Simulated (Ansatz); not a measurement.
The input, for Ansatz 0.2.0:

```yaml
crystal:
  periodic: [false, false, false]
  atoms:
    - {symbol: As, position_ang: [0.004881, 0.008319, -0.039228]}
    - {symbol: H, position_ang: [1.263993, 0.022294, 0.815155]}
    - {symbol: H, position_ang: [-0.644158, 1.095121, 0.805249]}
    - {symbol: H, position_ang: [-0.982633, -1.735769, 1.295477]}
basis:
  gaussian: {orbitals: aug-cc-pVDZ}
correlation: {active_space: {ras: {orbitals: [4, 0, 45], electrons: 8, max_holes: 2, max_particles: 2}, fixed_orbitals: true}}
output: {forces: true}
```

```sh
$ ansatz run in.yaml --threads 1 --pin off --events-out ev --progress --plain --max-ram 2393MiB
```

Question: Roughly how long does this take on 1 thread of Arm Neoverse V2, shared host, and how much host memory?

Answer: 2.5 s wall and 0.25 GiB.

```
675 factors; integrals over basis functions are off by at most 9.4e-4 eV
mean field evaluation 1: about -60838.7972 eV, gradient 7.7e0 eV
mean field evaluation 2: about -60838.7974 eV, gradient 7.7e0 eV
mean field evaluation 4: about -60839.2738 eV, gradient 6.9e-1 eV
mean field evaluation 8: about -60839.2779 eV, gradient 6.4e-4 eV
mean field -60839.27791345 eV, -2235.8022249755 hartree, gradient 1.7e-6 eV, S^2 0.000000; 0 other end points of the search recorded, 0 dependent functions left out
reference -60839.27791345 eV, -2235.8022249755 hartree; 18, 18 occupied and 45, 45 virtual orbitals, 675 factors
state -60843.77318027 eV, -2235.9674229841 hartree
the calculation of the forces begins
Total energy: -60843.77318027 eV, -2235.9674229841 hartree
Atom 0 at     0.004881     0.008319    -0.039228 Å, force    -1.083213    -1.915552     1.199078 eV/Å
Atom 1 at     1.263993     0.022294     0.815155 Å, force     0.045042    -0.061421     0.107484 eV/Å
Atom 2 at    -0.644158     1.095121     0.805249 Å, force    -0.076728     0.007042     0.106852 eV/Å
Atom 3 at    -0.982633    -1.735769     1.295477 Å, force     1.114899     1.969931    -1.413414 eV/Å
Dipole moment:     0.111426     0.197559    -0.067793 e Å
```

Forces (eV/Å):
```
As  -1.083 -1.916  1.199
H    0.045 -0.061  0.107
H   -0.077  0.007  0.107
H    1.115  1.970 -1.413
```
